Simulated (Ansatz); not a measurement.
# SiCl2 (SMILES Cl[Si]Cl): the electronic atomisation energy, rung by rung

SiCl2: 3 atoms, total charge 0, spin state singlet. As SMILES, `Cl[Si]Cl`. The coordinates come from a GFN2-xTB relaxation.

```xyz
3

Si    0.0051   -0.0069   -0.8693
Cl    1.5816   -0.0189    0.4441
Cl   -1.5868    0.0259    0.4253
```

Each level gives the electronic atomisation energy (eV). The values are calculated. Electronic energies at fixed atoms, without zero-point motion or spin-orbit coupling.

```tsv
level	kind	program	value (eV)	less FCI/STO-3G	CPU time (all runs)
BLYP/STO-3G	GGA	Ansatz	10.82	+1.82	2.1 s
PBE/STO-3G	GGA	Ansatz	11.27	+2.27	2.2 s
revPBE/STO-3G	GGA	Ansatz	10.88	+1.88	2.1 s
r2SCAN/STO-3G	meta-GGA	Ansatz	11.00	+2.00	7.1 s
wB97X/STO-3G	range-separated hybrid	Ansatz	10.36	+1.36	8.3 s
B2PLYP/STO-3G	double hybrid	Ansatz	9.92	+0.92	2.6 s
RPA@PBE/STO-3G	RPA	Ansatz	7.28	-1.72	3.1 s
FCI/STO-3G	exact in the basis	Ansatz	9.00	0.00	0.6 s
```

FCI/STO-3G is exact within its basis and frozen core, so for wave-function methods in that basis the difference is their error; functionals converge differently with the basis, so for them it is only a difference. The values span 7.28 to 11.27 eV. All rows use very small basis sets, so none should be taken for the real molecule's value. In so small a basis fixed costs decide the times, and correlated methods can beat functionals. CPU times are rough (shared hosts, several kinds of processor and program).
